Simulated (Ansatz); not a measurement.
Species: CH3 (charge -1, singlet). Whether it binds its extra electron was not tested at this geometry. 
Structure (B3LYP-D3(BJ)/def2-TZVP (Ansatz, an electronic-structure program) minimum search):
SMILES: [CH3-]
```xyz
4

C      0.0884     0.0858     0.0881
H     -0.5958    -0.5885     0.6498
H      0.6481    -0.5918    -0.5944
H     -0.5826     0.6655    -0.5842
```
Charge -1, spin multiplicity 1.

Basis-set convergence of Hartree-Fock and MP2 correlation energies (hartree) with Ansatz. Correlated levels leave the core frozen unless marked. No spin-orbit coupling. No relativistic terms.

| basis | functions | E(HF) | E(corr, MP2) |
|---|---|---|---|
| aug-cc-pVDZ | 50 | -39.51110 | -0.18413 |
| aug-cc-pVTZ | 115 | -39.52217 | -0.21699 |
| aug-cc-pVQZ | 218 | -39.52458 | -0.22740 |

Extrapolating the two largest sets (X = 3 and 4) as X^-3: E(corr) = (64·(-0.22740) - 27·(-0.21699))/37 = -0.2350 Eh, an estimate of the basis-set limit. The largest set recovers 96.8 % of it, the smallest 78.4 %.
